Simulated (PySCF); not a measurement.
Constitutional and geometric isomers with formula C4H8. Isolated molecules, 0 K electronic values unless said otherwise. One relaxed conformer stands for each flexible species; it need not be the lowest. Strings in code marks are SMILES.

Computed with PBE-D3(BJ)/def2-TZVP // PBE0-D3(BJ)/def2-TZVP (PySCF). All candidates: neutral, multiplicity 1. 

```
Item              Value
-------------  --------
dipole moment    0.00 D
HOMO–LUMO gap   7.80 eV
HOMO           -7.22 eV
```

### Question
Which member has these values?
(A) `C/C=C\C`
(B) `CC1CC1`
(C) `C/C=C/C`
(D) `C1CCC1`

### Answer
D, `C1CCC1`. The others give `C/C=C\C`: 0.25 D, 5.53 eV, -5.78 eV; `C/C=C/C`: 0.00 D, 5.48 eV, -5.78 eV; `CC1CC1`: 0.14 D, 7.37 eV, -6.60 eV
